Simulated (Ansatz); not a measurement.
AlSiH7O, closed shell: a trajectory.

The input file, in.yaml:

```yaml
crystal:
  periodic: [false, false, false]
  atoms:
    - {symbol: Al, position_ang: [0.217488, -1.197968, -0.089056]}
    - {symbol: O, position_ang: [0.747730, 0.044879, -1.603840]}
    - {symbol: H, position_ang: [-0.694670, -2.278724, -0.816786]}
    - {symbol: H, position_ang: [1.700346, -1.609415, 0.348247]}
    - {symbol: H, position_ang: [0.496239, 0.952187, -1.382856]}
    - {symbol: Si, position_ang: [-0.870281, 0.634027, 1.167291]}
    - {symbol: H, position_ang: [1.690527, 0.036954, -1.802124]}
    - {symbol: H, position_ang: [-0.282938, 0.978455, 2.495151]}
    - {symbol: H, position_ang: [-0.655856, 1.879139, 0.332901]}
    - {symbol: H, position_ang: [-2.348585, 0.560467, 1.351171]}
basis:
  gaussian: {orbitals: def2-SVP}
hamiltonian: {xc: pbe0, dispersion: d4}
md: {n_steps: 30, timestep: 1.0, temperature: 1500, ensemble: nvt_langevin, seed: 265, friction: 0.01, dt: 10, initial_velocities: maxwell_boltzmann}
```

Launched with

```bash
ansatz run in.yaml --threads 2 --pin off --events-out ev --progress --plain --max-ram 4352MiB
```

Output of Ansatz 0.2.0:

```
Error: YAML parse error: error: line 17 column 104: unknown field `dt`, expected one of timestep, n_steps, ensemble, temperature, temperature_schedule, friction, pressure, stress_2d, fix_cell, beads, quantum_up_to, nose_hoover, initial_velocities, initial_site_velocities, seed, constraints, density_extrapolation, masses
  --> <input>:17:66
   |
15 | …
16 | …
17 | …ature: 1500, ensemble: nvt_langevin, seed: 265, friction: 0.01, dt: 10, initial_velocities: maxwell_boltzmann}
   |                                                                  ^ unknown field `dt`, expected one of timestep, n_steps, ensemble, temperature, temperature_schedule, friction, pressure, stress_2d, fix_cell, beads, quantum_up_to, nose_hoover, initial_velocities, initial_site_velocities, seed, constraints, density_extrapolation, masses
```

Hardware: 2 CPU threads of an Arm Neoverse V1, shared host. Wall time about 0.05 s.


The program refused the input. The block holds a key that the program does not know.